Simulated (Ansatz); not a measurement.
A made-up structure of BSiH4O (charge +1), closed shell:

O1  (-1.401, 0.515, -0.695)
B2  (-0.409, -0.343, -0.543)
Si3  (0.985, 0.191, 0.870)
H4  (-2.077, 0.297, -1.352)
H5  (1.828, -0.942, 1.015)
H6  (0.915, -0.229, 2.287)
H7  (2.220, 0.943, 0.556)
(Å)

It is relaxed with PBE-D4/def2-SVP and then PBE0-D4/def2-TZVP (Ansatz 0.2.0). Atoms count as bonded within 1.22 times the sum of their covalent radii (H–H: 0.88 Å). The end point is not checked to be a true minimum.

Problem. Does its bonding change? (Judge from chemistry; the calculation decides.)

Solution. The calculation gives: No: no bond forms or breaks.

Where it ends: The first stage lowers the energy by 2.83 eV in 8 steps. It ends as BSiH₄O ([OH][B][SiH3]), total charge +1:
```
7
angstrom
O -1.3595 0.2000 -0.8752
B -0.3649 0.1176 -0.1648
Si 1.2818 -0.0199 1.0113
H -2.1387 0.2616 -1.4363
H 1.8345 -1.3400 0.6453
H 0.7193 0.0718 2.3740
H 2.0878 1.1414 0.5827
```

Labels in which every atom is bracketed show which atoms are joined, not bond orders.

For scale, one of the runs: PBE0-D4/def2-TZVP relaxation, 123 basis functions, launched by `ansatz run in.yaml --threads 2 --pin off --events-out ev --progress --plain --max-ram 4352MiB`. The run took about 7.5 s on 2 CPU threads of an Arm Neoverse V2 (shared host).
